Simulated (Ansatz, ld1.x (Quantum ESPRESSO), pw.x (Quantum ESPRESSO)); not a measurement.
## gold (Au) (bcc): variants of one TM potential in the solid

| Property | Result |
| --- | --- |
| Element | gold (Au) |
| Generator | ld1.x (Quantum ESPRESSO) 7.5 |
| Type | norm-conserving Troullier–Martins (Kleinman–Bylander form) |
| Functional | LDA (PW92) |
| Relativity | scalar-relativistic |
| Frozen core | [Xe] 4f14 |
| Valence charge | 11 |
| Reference configuration | 5d10 6s0 6p0 (charge +1) |
| Partial waves | 6s (bound, empty): rc 2.25 bohr; 5d (bound): rc 1.25 bohr; 6p (bound, empty): rc 3.05 bohr |
| Local potential | the p channel |
| Core correction | none |

Crystal test: bcc Au in pw.x 7.5, no spin, 14³ k-points, Fermi–Dirac smearing 0.01 Ry, cutoffs set for each file from its atomic test. The reference is all-electron LAPW (Ansatz 0.2.0) with the same functional, mesh and smearing; V0 and B0 come from Birch–Murnaghan fits to the pressures at five volumes. Errors are pseudo minus all-electron; Δ is the rms difference of the E(V) curves that follow from these fits, minima aligned, over ±6 % about the mean V0. Mesh and smearing are coarse, so the numbers serve the comparison and aren't converged zero-temperature values; the lattice is a test structure that the element need not adopt.

All-electron: a0 = 3.214 Å (V0 = 16.60 Å³/atom), B0 = 191.7 GPa.

Base: The largest radius (3.05 bohr) exceeds half the bond length (2.63 bohr), so the spheres overlap, which is one possible source of error among others. This is a poor potential for the solid.

A dash in a converged row means that the minimum lies outside the volumes sampled.

| change | cutoffs (Ry) | pw.x | a0 (Å) | a0 error (%) | B0 error (%) | Δ (meV/atom) | mean pressure error (GPa) |
| --- | --- | --- | --- | --- | --- | --- | --- |
| base | 110/440 | converged | – | – | – | – | +15.10 |
| wave 6p (bound): rc 3.05 bohr becomes 6p (bound): rc 2.18 bohr | 110/440 | converged; bound ghost | – | – | – | – | -37.80 |
| wave 6p (bound): rc 3.05 bohr becomes 6p (bound): rc 2.86 bohr | 110/440 | converged | – | – | – | – | +15.90 |
| wave 6p (bound): rc 3.05 bohr becomes 6p (bound): rc 3.80 bohr | 110/440 | converged | 3.176 | -1.16 | +10.9 | 25.2 | -6.76 |
| wave 6p (bound): rc 3.05 bohr becomes 6p (bound): rc 4.52 bohr | 110/440 | converged | – | – | – | – | -70.70 |

**Question.** Give the row for: wave 6p (bound): rc 3.05 bohr becomes 6p (bound): rc 3.16 bohr.

**Answer.** pw.x: converged; mean pressure error (GPa): +13.34.
